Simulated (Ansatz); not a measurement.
Mulliken charges of C3H5NO (`OC1=CNC1`) from r2SCAN/def2-TZVPP in Ansatz (PBE0-D4/def2-TZVP geometry).

| atom | x (Å) | y (Å) | z (Å) | charge (e) |
| --- | --- | --- | --- | --- |
| O1 | -0.914 | 1.218 | -1.355 | -0.320 |
| C2 | -0.244 | 0.342 | -0.582 | 0.066 |
| C3 | 0.292 | -0.864 | -0.790 | -0.070 |
| N4 | 0.440 | -1.184 | 0.609 | -0.269 |
| C5 | -0.091 | 0.180 | 0.907 | 0.048 |
| H6 | -0.890 | 2.086 | -0.943 | 0.211 |
| H7 | 0.472 | -1.523 | -1.627 | 0.096 |
| H8 | 1.409 | -1.288 | 0.898 | 0.131 |
| H9 | -1.021 | 0.145 | 1.481 | 0.052 |
| H10 | 0.630 | 0.837 | 1.404 | 0.057 |

**Question.** By hand: the dipole of these point charges (1 e Å = 4.8032 D).

**Answer.** Σ q r = (0.158, 0.201, 0.250) e Å, of length 0.358 e Å = 1.72 D.

**Question.** How does the dipole of the full density compare? (Best estimate.)

**Answer.** Computed: (0.193, 0.399, 0.218) e Å, 2.37 D; the point charges give 0.73 times that, at 21° from its direction.

Point charges leave out the atoms' own dipoles, such as those of lone pairs, and Mulliken's split depends on the basis, so the two needn't agree.
